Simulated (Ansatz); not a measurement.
Predict the output of the script below (Ansatz 0.2.0 through its Python package).

`scan_c2h3s.py`:
```python
import warnings

import ansatz
from ase import Atoms
import numpy as np

warnings.simplefilter("ignore", ansatz.DeckWarning)

atoms = Atoms(["C", "C", "S", "H", "H", "H"], positions=[
    (-0.8838, 0.3171, 0.2716),
    (0.4147, 0.3508, 0.5623),
    (1.5084, -0.9671, 0.0359),
    (-1.3069, -0.5093, -0.2908),
    (-1.5289, 1.1247, 0.5994),
    (1.7965, -0.3162, -1.1784),
])
mol = ansatz.Crystal.molecule_from_ase(atoms)

symbols = [site.symbol for site in mol.cartesian_sites]
start = np.array([site.position_ang for site in mol.cartesian_sites])
axis = (start[2] - start[1]) / np.linalg.norm(start[2] - start[1])
moving = [2, 5]
lengths, energies = [1.52, 1.65, 1.79, 1.97, 2.24, 2.69, 3.23, 3.94], []
for length in lengths:
    xyz = start.copy()
    xyz[moving] += (length - np.linalg.norm(start[2] - start[1])) * axis
    point = ansatz.Crystal.molecule()
    for symbol, place in zip(symbols, xyz):
        point = point.atom(symbol, place.tolist())
    calc = (
        point.calculation()
        .basis(gaussian="6-31G*")
        .functional("pbe")
        .spin("collinear", total=1)
    )
    data = calc.run().report
    energies.append(data["free_energy_ev"])
    print(f"r = {length:6.3f} A  E = {energies[-1]:.5f} eV  <S^2> = {abs(data['mean_field']['state']['spin_squared']):.3f}")

print("energy above the lowest point (eV):", [round(e - min(energies), 3) for e in energies])
```

`python scan_c2h3s.py` gives:
```text
r =  1.520 A  E = -12946.08361 eV  <S^2> = 0.756
r =  1.650 A  E = -12946.89770 eV  <S^2> = 0.757
r =  1.790 A  E = -12947.06775 eV  <S^2> = 0.758
r =  1.970 A  E = -12946.78014 eV  <S^2> = 0.759
r =  2.240 A  E = -12946.01988 eV  <S^2> = 0.761
r =  2.690 A  E = -12944.94419 eV  <S^2> = 0.777
r =  3.230 A  E = -12944.37375 eV  <S^2> = 0.773
r =  3.940 A  E = -12944.16971 eV  <S^2> = 0.754
energy above the lowest point (eV): [0.984, 0.17, 0.0, 0.288, 1.048, 2.124, 2.694, 2.898]
```

Reading the output:
- Total energies depend on the basis set; only differences at equal settings carry meaning.
- The rest of the molecule is held rigid at a force-field or estimated start geometry, and the basis set is modest; single-reference methods fail as a bond breaks.
- The run takes the species as open-shell (spin multiplicity 2), which needn't be its ground state.
- Hardware and time: 21 s on 1 thread of Arm Neoverse V2, with other jobs on the host, peak memory 0.19 GiB.
